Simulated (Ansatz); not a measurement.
Geometry optimisation, Ansatz 0.2.0, RKS PBE/def2-SVP.

Input file:

```yaml
crystal:
  periodic: [false, false, false]
  atoms:
    - { symbol: C, position_ang: [-0.683, 0.81, -0.0241] }
    - { symbol: "N", position_ang: [0.2797, 0.3772, 0.6001] }
    - { symbol: C, position_ang: [0.7465, -0.8114, 0.1224] }
    - { symbol: O, position_ang: [1.59831, -1.52431, 0.52203] }
    - { symbol: H, position_ang: [-1.2048, 0.3614, -0.924] }
    - { symbol: H, position_ang: [-1.1751, 1.8255, 0.2878] }
    - { symbol: H, position_ang: [0.11783, -1.19925, -0.77201] }
basis:
  gaussian: { orbitals: def2-SVP }
hamiltonian:
  xc: pbe
relax:
  f_tol: 0.015
  max_steps: 40
output:
  orbitals: {}
```

Run as:

```bash
$ ansatz run input.yaml --threads 1 --pin off --max-ram 2048MiB --backend cpu --events-out ev --progress --plain --runs-dir out
```

Q: Where does it end, and by what steps?

A: It converged. After 8 steps the energy has fallen by 0.402 eV; C1 moved furthest, 0.08 Å.

```tsv
step	energy less start (eV)	largest force component (eV/Å)	accepted
0	0.0000	4.427	yes
1	-0.2730	2.263	yes
2	-0.3604	1.270	yes
3	-0.3906	0.700	yes
4	-0.3998	0.287	yes
5	-0.4002	0.213	yes
6	-0.4010	0.153	yes
7	-0.4020	0.028	yes
8	-0.4021	0.005	yes
```

```xyz
7
Properties=species:S:1:pos:R:3
C -0.730 0.872 -0.024
N 0.270 0.377 0.604
C 0.724 -0.878 0.089
O 1.640 -1.498 0.568
H -1.211 0.371 -0.904
H -1.157 1.842 0.298
H 0.144 -1.247 -0.819
```

Whether the end is a true minimum wasn't checked by a vibrational analysis.

Time of the run: 17 s on 1 thread of Arm Neoverse V1, on a shared host, peak memory 0.13 GiB.
